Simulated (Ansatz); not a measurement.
# [SiH3]+ (SMILES [SiH3+]) at B2PLYP/aug-cc-pVTZ

Aim: the energy change on altering one bond length of [SiH3]+ at B2PLYP/aug-cc-pVTZ, from 2 runs. 

The results are computed with Ansatz 0.2.0.

1 further run of the same task is left out (it didn't finish).

## (1) The structure to begin with

[SiH3]+: 4 atoms, total charge +1, spin state singlet. SMILES: `[SiH3+]`. Geometry: relaxed at PBE0-D4/def2-TZVP.

Bond lengths: Si1–H2 1.472 Å, Si1–H3 1.472 Å, Si1–H4 1.472 Å. Angles: H2–Si1–H3 120.0°, H2–Si1–H4 120.0°, H3–Si1–H4 120.0°.

## (2) A single-point energy at B2PLYP/aug-cc-pVTZ

Contents of molecule.yaml:

```yaml
crystal:
  periodic: [false, false, false]
  atoms:
    - {symbol: Si, position_ang: [-0.000000, -0.000000, 0.000000]}
    - {symbol: H, position_ang: [0.686900, 0.675400, 1.113000]}
    - {symbol: H, position_ang: [-0.118400, -1.467200, -0.009900]}
    - {symbol: H, position_ang: [-0.568500, 0.791700, -1.103100]}
basis:
  gaussian: {orbitals: aug-cc-pVTZ}
total_charge: 1
hamiltonian: {xc: {name: B2PLYP}}
correlation: {frozen_orbitals: {H: 0, Si: 5}}
accuracy: high
output: {orbitals: {seedname: orbitals}}
```

Command:

```sh
$ ansatz run molecule.yaml --threads 1 --pin off --max-ram 3480MiB --events-out events.jsonl --progress --plain --runs-dir runs
```

Standard output:

```text
Warning: RAYON_NUM_THREADS=1 ignored (pool sized by the plan → 1); use --threads N
Functional definition: B2PLYP
  name "B2PLYP"
  parameter a = 0.53
  parameter c = 0.27
  exchange = (1 - a)*b88_x + a*exact_x
  correlation = (1 - c)*lyp_c + c*(mp2_os + mp2_ss)
1784 factors; integrals over basis functions are off by at most 3.7e-9 eV
mean field evaluation 1: about -7912.4493 eV, gradient 8.1e0 eV
mean field evaluation 2: about -7912.4508 eV, gradient 8.1e0 eV
mean field evaluation 4: about -7912.6264 eV, gradient 4.6e-1 eV
mean field evaluation 8: about -7912.6267 eV, gradient 3.9e-4 eV
mean field evaluation 16: about -7912.6267 eV, gradient 3.1e-8 eV
mean field -7912.62671381 eV, -290.7836683614 hartree, gradient 3.1e-8 eV, S^2 0.000000; 0 other end points of the search recorded, 0 dependent functions left out
5 core orbitals not correlated: weight in the atoms' cores, before any rotation towards them, 1.000 or more for the frozen orbitals, at most 0.000 for the correlated occupied ones
reference -7912.62673542 eV, -290.7836691558 hartree; 3, 3 occupied and 111, 111 virtual orbitals, 1784 factors
second order -3.48430164 eV of doubles, -0.00000000 eV of singles
Total energy: -7913.56749687 eV, -290.8182415012 hartree
```

Run time: 6.9 s. Hardware: 1 thread of Arm Neoverse V1, shared host; peak memory 0.28 GiB.

## (3) The distorted shape

Contents of job.yaml:

```yaml
crystal:
  periodic: [false, false, false]
  atoms:
    - {symbol: Si, position_ang: [-0.824286, -0.810486, -1.335610]}
    - {symbol: H, position_ang: [0.686900, 0.675400, 1.113000]}
    - {symbol: H, position_ang: [-0.942686, -2.277686, -1.345510]}
    - {symbol: H, position_ang: [-1.392786, -0.018786, -2.438710]}
basis:
  gaussian:
    orbitals: aug-cc-pVTZ
total_charge: 1
hamiltonian:
  xc: {name: B2PLYP}
correlation:
  frozen_orbitals: {H: 0, Si: 5}
accuracy: high
output:
  orbitals: {seedname: orbitals}
```

Command:

```sh
$ ansatz run job.yaml --threads 1 --pin off --max-ram 3480MiB --events-out events.jsonl --progress --plain --runs-dir runs
```

Standard output, cut to the lines that bear on the results:

```text
Warning: RAYON_NUM_THREADS=1 ignored (pool sized by the plan → 1); use --threads N
[... 2 set-up lines as earlier in the session ...]
[...]
1775 factors; integrals over basis functions are off by at most 3.7e-9 eV
[...]
mean field -7907.56492925 eV, -290.5976512099 hartree, gradient 2.9e-8 eV, S^2 0.000000; 0 other end points of the search recorded, 0 dependent functions left out; unrestricted orbitals would lower it
5 core orbitals not correlated: weight in the atoms' cores, before any rotation towards them, 1.000 or more for the frozen orbitals, at most 0.000 for the correlated occupied ones
reference -7907.56495531 eV, -290.5976521678 hartree; 3, 3 occupied and 111, 111 virtual orbitals, 1775 factors
second order -5.20007834 eV of doubles, -0.00000000 eV of singles
Total energy: -7908.96897647 eV, -290.6492489934 hartree
```

Wall time 7.2 s (1 thread of Arm Neoverse V1, shared host); peak memory 0.27 GiB.

## (4) Summary of results

Level: B2PLYP/aug-cc-pVTZ, 5 core orbitals frozen.

```
                                                          quantity          value
                                         first shape: total energy  -290.81824 Eh
                    first shape: HOMO energy (SCF part's orbitals)      -18.96 eV
                    first shape: LUMO energy (SCF part's orbitals)       -8.90 eV
                  first shape: HOMO–LUMO gap (SCF part's orbitals)       10.07 eV
                                     distorted shape: total energy  -290.64925 Eh
                distorted shape: HOMO energy (SCF part's orbitals)      -13.99 eV
                distorted shape: LUMO energy (SCF part's orbitals)       -9.82 eV
              distorted shape: HOMO–LUMO gap (SCF part's orbitals)        4.17 eV
energy change with the Si1–H2 bond stretched from 1.472 to 3.238 Å       4.599 eV
```

**Reading.** With the Si1–H2 bond stretched from 1.472 to 3.238 Å the energy rises by 4.60 eV (106 kcal/mol). The first shape isn't relaxed at this level, so the change isn't measured from a minimum. The restricted solution (distorted shape) is unstable to spin breaking: an unrestricted one lies lower.
